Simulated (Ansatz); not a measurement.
C4H8, singlet: CASSCF and its corrections

Program: Ansatz, Gaussian basis, development build. Basis cc-pVDZ, nonrelativistic, no frozen core. State-specific CASSCF; RHF is the lowest restricted (open-shell) Hartree–Fock solution met. No symmetry is imposed, so a solution can break that of the shape. The lowest solution met needn't be the lowest there is, nor hold the orbitals that a chemist would pick.

Geometry:

```xyz
12

C     0.0000   -1.4588    0.0000
C     0.0000   -0.1196    0.0000
H     0.0000   -2.0284    0.9243
H     0.0000   -2.0284   -0.9243
C     0.0000    0.6788    1.2727
H     0.0000    0.0316    2.1530
H     0.8802    1.3296    1.3235
H    -0.8802    1.3296    1.3235
C     0.0000    0.6788   -1.2727
H     0.0000    0.0316   -2.1530
H    -0.8802    1.3296   -1.3235
H     0.8802    1.3296   -1.3235
```

Question: What do CASSCF and its corrections give against RHF in CAS(2,2), and what are the occupations?

Answer: CASSCF -0.725 eV, SC-NEVPT2 -15.649 eV; occupations 1.92, 0.08.
